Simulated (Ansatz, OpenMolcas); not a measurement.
**CHFO (formyl fluoride): from total energies to a heat of formation**

CHFO has 4 atoms, charge 0, and is taken as a singlet. As SMILES, `O=CF`. The coordinates come from a PBE0-D4/def2-TZVP relaxation.

Total energies at r2SCAN/def2-TZVPP (OpenMolcas 26.06); the atoms run unrestricted:

```
species    state  energy (Eh)
   CHFO  singlet  -213.765484
      O  triplet   -75.058614
      C  triplet   -37.832933
      F  doublet   -99.727635
      H  doublet    -0.499927
```

Harmonic wavenumbers at PBE0-D4/def2-TZVP, in cm⁻¹: 677, 1044, 1110, 1371, 1921, 3095.

Measured heats of formation of the gaseous atoms at 298.15 K, in kJ/mol: O 249.2, C 716.9, F 79.4, H 218.0. Spin-orbit lowering of the atoms at 298 K (mean of the ground term's levels less their thermal mean, from spectra), in kJ/mol: O 0.40, C 0.02, F 1.29. Take 1 Eh = 2625.50 kJ/mol, 1 cm⁻¹ = 0.0119627 kJ/mol, RT = 2.479 kJ/mol.

**Question.** What heat of formation follows?

**Answer.** 
1. Electronic atomisation energy: (-75.058614) + (-37.832933) + (-99.727635) + (-0.499927) − (-213.765484) = 0.646375 Eh = 1697.1 kJ/mol.
2. Zero-point energy: half the sum of the wavenumbers, 4609 cm⁻¹ = 55.1 kJ/mol.
3. Thermal vibrational enthalpy, Σ hcν̃/(exp(hcν̃/kT) − 1): 0.5 kJ/mol. Translation, rotation and pV of a non-linear molecule: 4 RT = 9.9 kJ/mol.
4. The 4 free atoms carry 5/2 RT each: 24.8 kJ/mol.
5. Spin-orbit coupling lowers the free atoms by 0.40 + 0.02 + 1.29 = 1.7 kJ/mol.
6. Atomisation enthalpy at 298 K: 1697.1 − 1.7 − 55.1 − 0.5 − 9.9 + 24.8 = 1654.7 kJ/mol.
7. Sum of the atoms' heats of formation: 1263.5 kJ/mol. Heat of formation: 1263.5 − 1654.7 = -391.2 kJ/mol.

The tabulated value is -382.5 kJ/mol (Active Thermochemical Tables), so this level is off by -8.7 kJ/mol, or 0.5 % of the atomisation enthalpy. Anharmonicity and any spin-orbit splitting of the molecule are left out.
